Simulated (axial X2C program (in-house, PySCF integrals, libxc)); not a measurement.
## Working with the constants of BH⁺

A bond curve at the CCSD(T) level, 2c, was computed with an axial X2C code built on PySCF integrals (basis B dyall-v3z [7s6p2d1f], H dyall-v3z [6s2p1d] (cores contracted in-house)) for the state Ω = 1/2 (⟨Sz⟩ = 0.50, ⟨Lz⟩ = 0.00 at HF). Its fit gives Re = 1.2073 Å, ωe = 2511.6 cm⁻¹, ωexe = 64.5 cm⁻¹ and αe = 4.670e-01 cm⁻¹; the masses are 11.0093 and 1.0078 u. Two-component means X2C with spin–orbit coupling and atomic mean-field Coulomb and Gaunt terms.

Correlated methods: 3 electrons correlated (number of frozen shells: B 1 s; H none), 109 virtual spin orbitals or spinors in MP2, 39 natural virtuals in coupled cluster.

Find the reduced mass, Be and the force constant.

From the CCSD(T) values: μ = 0.9233 u. Be = 16.8576/(μ Re²) = 12.53 cm⁻¹. k = 5.8918×10⁻⁷ μ ωe² = 3.43 mdyn/Å.

Scale the constants to the deuteride (D 2.0141 u) within the Born–Oppenheimer picture.

ρ = √(μH/μD) = 0.7364; ωe = 1849.5, ωexe = 35, Be = 6.793 cm⁻¹; the zero-point energy falls by 324 cm⁻¹.

Estimate the centrifugal constant by the Kratzer relation.

D = 4Be³/ωe² = 1.25e-03 cm⁻¹.

Estimate De from a Morse curve and compare with the computed well depth of 2.105 eV to B+ + H.

De(Morse) = ωe²/(4ωexe) = 3.031 eV against 2.105 eV computed, a ratio of 1.44. The extrapolation overshoots: the well softens faster than a Morse curve, or the lowest atomic limit lies below the one to which the curve heads.

A Morse curve ties αe to the other constants (Pekeris). How well does that hold?

αe(Morse) = 6Be²/ωe × (√(ωexe/Be) − 1) = 4.757e-01 cm⁻¹; the CCSD(T) curve gives 4.670e-01 cm⁻¹, a ratio of 1.02.

The state is a single determinant with fixed occupations, the lowest that a limited PBE0 search found. Dissociation energies refer to the lowest single-determinant-based atoms at the same level and basis. Coupled cluster ran in a truncated set of natural virtual spinors; the MP2 energy of the rest was added. (T) has no such correction and the atoms are truncated less, which lowers De at CCSD(T) by a hundredth of an eV or more.
